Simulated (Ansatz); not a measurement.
System: NaSbP2S6 (P2₁, No. 4; cell taken from a computed entry). Method: PBE0 (Ansatz, a program for electronic structure, plane waves, PAW).

The input as run:

Ansatz 0.2 input:
```yaml
crystal:
  lattice:
    - [6.4549895677, 0.0, 0.0716080329]
    - [0.0, 7.3801107306, 0.0]
    - [-0.4481711389, 0.0, 9.2545375327]
  atoms:
    - { symbol: Na, position: [0.6947025681, 0.5487925479, 0.5019900809] }
    - { symbol: Na, position: [0.3052974319, 0.0487925479, 0.4980099191] }
    - { symbol: Sb, position: [0.8055201387, 0.2681913576, 0.9844083225] }
    - { symbol: Sb, position: [0.1944798613, 0.7681913576, 0.0155916775] }
    - { symbol: P, position: [0.6859768844, 0.8284525568, 0.8191736996] }
    - { symbol: P, position: [0.3140231156, 0.3284525568, 0.1808263004] }
    - { symbol: P, position: [0.8130536728, 0.0473548059, 0.6827698431] }
    - { symbol: P, position: [0.1869463272, 0.5473548059, 0.3172301569] }
    - { symbol: S, position: [0.6482732295, 0.9478582907, 0.0193621126] }
    - { symbol: S, position: [0.3517267705, 0.4478582907, 0.9806378874] }
    - { symbol: S, position: [0.0666791692, 0.1257558403, 0.8107094647] }
    - { symbol: S, position: [0.9333208308, 0.6257558403, 0.1892905353] }
    - { symbol: S, position: [0.8681947222, 0.942984629, 0.4923034857] }
    - { symbol: S, position: [0.1318052778, 0.442984629, 0.5076965143] }
    - { symbol: S, position: [0.5986330454, 0.2461716689, 0.7026578019] }
    - { symbol: S, position: [0.4013669546, 0.7461716689, 0.2973421981] }
    - { symbol: S, position: [0.912694974, 0.6323031175, 0.8235075531] }
    - { symbol: S, position: [0.087305026, 0.1323031175, 0.1764924469] }
    - { symbol: S, position: [0.4192241288, 0.7388351854, 0.7270898468] }
    - { symbol: S, position: [0.5807758712, 0.2388351854, 0.2729101532] }
basis:
  ecutwfc: 460
  ecutrho_ratio: 4
  xc_grid: 2
kpoints:
  mp_grid: { grid: [4, 4, 4] }
  band_path: { path: [[0, 0, 0], [0.302083, 0.0, 0.322917]], npoints: 1 }
hamiltonian:
  xc: pbe0
  dispersion: none
  pseudopotentials: { kind: paw }
scf:
  occupations: { method: fermi_dirac, width: 0.01 }
  convergence: { dr2_threshold: 0.000000002 }
output:
  forces: true
  stress: true
  eigenvalues: true
  write_bands: true
```

The run printed, among other lines:

```
WARN output.stress: scf.convergence.dr2_threshold = 2e-9 eV is looser than the 1.6e-9 eV advised for a printed stress (1e-10 eV for each atom of the cell …
WARN output.stress: scf.exx.energy_threshold = 1e-6 eV is looser than the 1.6e-7 eV advised for a stress under a hybrid functional (1e-8 eV for each atom of …
Crystal: 20 atoms, lattice volume = 441.109 Å³
Basis set: ecut = 460 eV, 9861 PW (Γ), exchange–correlation on 96×108×144 points (8 copies of the dense FFT grid, shifted against one another)
Bands: 90, of which v1, the nominal top of the filled ones, is band 70 counted from 1 (69 counted from 0)
Symmetry: 2 space group operations
Space group: P21 (ITA 4), of the structure as read, at distance tolerance 7.6e-5 Å
k-points: 30 of 64 (time reversal used)
Functional: x = pbe(κ = 0.804, μ = 0.2195149727645171), c = pbe(β = 0.06672455060314922), warm-up for x = 0.75 pbe(κ = 0.804, μ = 0.2195149727645171) + 0.25 exact, c = pbe(β = 0.06672455060314922)
SCF iter   1: F=—  HF=-29797.607534 eV  |F-HF|=—  |Δ(HF+E_count)|=         —  Δρ=2.20e-3  dr2=3.21e-2
SCF iter   2: F=—  HF=-29797.600479 eV  |F-HF|=—  |Δ(HF+E_count)|=   7.06e-3  Δρ=9.77e-4  dr2=4.02e-3
  ...
Crystal: 20 atoms, lattice volume = 441.109 Å³
Initial density: handed on by an earlier stage of this run
Functional: x = 0.75 pbe(κ = 0.804, μ = 0.2195149727645171) + 0.25 exact, c = pbe(β = 0.06672455060314922)
  ...
Free energy (F): -29816.345095 eV
Internal energy: -29816.345095 eV  (E = F + TS)
E sigma→0 (E₀):  -29816.345095 eV
Fermi energy:    5.820025 eV
--- Forces (eV/Å), atoms counted from 1 ---
  atom   1  Na     0.00216925    -0.00225226     0.00260824
  atom   2  Na    -0.00216925    -0.00225226    -0.00260824
  atom   3  Sb     0.14922039    -0.39198932    -0.06336975
  atom   4  Sb    -0.14922039    -0.39198932     0.06336975
  atom   5  P     -0.02972175    -0.03725273    -0.06268647
  atom   6  P      0.02972175    -0.03725273     0.06268647
  atom   7  P     -0.02187291    -0.00124088    -0.00917263
  atom   8  P      0.02187291    -0.00124088     0.00917263
  atom   9  S      0.16371594     0.04669176    -0.35187656
  atom  10  S     -0.16371594     0.04669176     0.35187656
  atom  11  S     -0.39463063     0.02048780    -0.11409052
  atom  12  S      0.39463063     0.02048780     0.11409052
  atom  13  S     -0.04287520     0.11810482     0.35054611
  atom  14  S      0.04287520     0.11810482    -0.35054611
  atom  15  S      0.26531541    -0.25025708    -0.02816318
  atom  16  S     -0.26531541    -0.25025708     0.02816318
  atom  17  S     -0.15324596     0.32882927     0.05112938
  atom  18  S      0.15324596     0.32882927    -0.05112938
  atom  19  S      0.34606326     0.16901446     0.09987974
  atom  20  S     -0.34606326     0.16901446    -0.09987974
--- Stress (GPa, compression-positive) ---
        0.022429       0.000000      -0.113192
        0.000000       0.328824       0.000000
       -0.113193       0.000000       0.134597
  P = ⅓ Tr σ = 0.1620 GPa (1.620 kbar)
```

The PAW data were made under PBE.

Note: cell and atoms aren't relaxed at this level (largest force component 0.39 eV/Å).

It cost about 100 core-minutes (a rough figure) of CPU time.
